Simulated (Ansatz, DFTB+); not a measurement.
**hcp Os, equilibrium lattice constant a**

Reference value: 2.734 Å (measured, 293 K, not corrected to a static lattice, our sources range from 2.734 to 2.740; as tabulated in Wikipedia's data pages).

Task: What do GFN2-xTB as cut by DFTB+, LDA, PBE, rVV10, r²SCAN+SOC give, and how far is each from the reference?

Result: 
```csv
level (code),value (Å),difference (%)
GFN2-xTB as cut by DFTB+,2.800,+2.41
LDA (Ansatz),2.716,-0.66
PBE (Ansatz),2.754,+0.73
rVV10 (Ansatz),2.777,+1.57
r²SCAN+SOC (Ansatz),2.740,+0.22
```

Leaving aside GFN2-xTB as cut by DFTB+ (doubt noted below): The reference is not for a static lattice or low temperature, so close values are not ranked against it. Off by more than 1.25 %, or 1.75 % on the side where a correction would as a rule narrow the miss (bounds picked here): rVV10 (+1.57 %).

The reference isn't brought to a static lattice, while the calculations are for one, so the differences are not the levels' errors alone.  Density-functional levels without +SOC have no spin–orbit coupling. GFN2-xTB as cut by DFTB+: the cell has another shape than the first-principles one, perhaps another minimum in the same group. GFN2-xTB as cut by DFTB+: the cell moved over 20 % in volume from its start. GFN2-xTB as cut by DFTB+: the method was fitted mainly to molecules. GFN2-xTB as cut by DFTB+: codes differ in how they cut the long-range tail of xTB's charge interaction in a crystal, so the value belongs to this code. Cutoffs differ between the levels. Ansatz's density-functional and Hartree–Fock values are scalar-relativistic unless marked +SOC, with PAW data made under PBE.

Differences are worked out from the printed values.

Ansatz is a quantum-chemistry and plane-wave program.
